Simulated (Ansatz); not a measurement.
`C=C1C=CC1=C` at its PBE0-D4/def2-TZVP geometry, where that method's forces vanish. Total charge 0; spin multiplicity 1.

```xyz
12

C     1.4702   -0.3997    1.2157
C     0.5610    0.1992    0.4604
C     0.1724    1.5812    0.1272
C    -0.8271    1.1759   -0.6924
C    -0.5486   -0.2508   -0.4499
C    -1.0386   -1.4175   -0.8433
H     2.1837    0.1705    1.7986
H     1.5250   -1.4803    1.2713
H     0.5490    2.5499    0.4283
H    -1.5572    1.6958   -1.2984
H    -1.8739   -1.4754   -1.5311
H    -0.6157   -2.3489   -0.4864
```

Problem. What forces (eV/Å) does ωB97M-V/def2-TZVPP give on these atoms in Ansatz? (Best estimate.)

Solution. Computed: 
```
C1  -0.051  0.030 -0.043
C2   0.315 -0.264  0.262
C3  -0.257  0.226 -0.214
C4   0.114  0.377  0.090
C5  -0.145 -0.450 -0.115
C6   0.029  0.063  0.024
H7  -0.059 -0.031 -0.048
H8  -0.016  0.077 -0.014
H9  -0.039 -0.082 -0.031
H10  0.067 -0.039  0.055
H11  0.062  0.018  0.051
H12 -0.020  0.075 -0.017
```
